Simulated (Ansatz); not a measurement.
**B–AlH$_{2}$, triplet along the scale of all distances**

Starting geometry (PBE0/def2-TZVP stationary point for this spin, not checked as a minimum):

```yaml
atoms:
  - { symbol: B, position_ang: [0.0000, 0.0000, 1.5511] }
  - { symbol: Al, position_ang: [0.0000, 0.0000, -0.5282] }
  - { symbol: H, position_ang: [0.0000, -1.4113, -1.2487] }
  - { symbol: H, position_ang: [0.0000, 1.4113, -1.2487] }
```

From there all distances are scaled together; atoms are numbered as listed. Energies are in kcal/mol, counted from the starting geometry at the same level. Kohn–Sham curves are unrestricted where that lies lower.

Basis 6-31G; Ansatz 0.2.0. Only valence electrons are correlated (noble-gas cores frozen). Prefix R: restricted or restricted open-shell reference; prefix U: unrestricted. Active spaces: valence = (8e, 10o) chosen from the atoms' valence shells.

Unrestricted rows (U, and Kohn–Sham where it breaks symmetry) aren't spin-pure: their determinants' ⟨S²⟩ exceeds S(S+1) by up to 0.93, so they mix in states of higher spin. Runs in a small pair space aren't shown, since their orbitals change along the scan. A value is left out where its run failed or describes another state than the reference as far as symmetry and spin tell, or, spin-broken singlets apart, can't be checked. The reference follows the lowest state, whose symmetry changes from B1 to A1 between 1.507 and 1.720.

Full CI is exact within this basis and frozen core; it isn't the basis-set limit. The frozen core follows each run's orbitals, which can shift R against U totals by a few meV.

```tsv
scale of all distances	full CI	curve A	curve B	curve C	curve D
0.873	38.7	39.0	40.2	36.0	33.3
1.000	0.0	0.0	0.0	0.0	0.0
1.116	7.1	6.8	5.1	12.6	10.9
1.311	47.8	47.6	42.5	64.8	56.6
1.507	83.7	84.0	77.4	99.4	96.8
1.720	104.7	105.0	–	114.3	120.7
2.025	120.1	120.5	111.6	122.4	140.3
2.377	131.0	131.4	123.5	126.6	154.5
```

Task: The curves come from B3LYP, NEVPT2 (valence space), RPA-PBE, UHF. Compare each with full CI and say which is which.

Result: A: NEVPT2 (valence space), B: RPA-PBE, C: UHF, D: B3LYP. Spread of the error against full CI, over the points where both stand: A 0.7, B 9.9, C 21.3, D 29.0 kcal/mol. B3LYP at 2.377 lies 23.5 kcal/mol (18 %) above the reference in this basis.

In so small a basis the reference is far from its limit while semilocal and hybrid functionals are nearer theirs (RPA and double hybrids share much of the reference's basis error), so the functionals' errors here hold much of the reference's basis and frozen-core error, which can add to them or hide them.
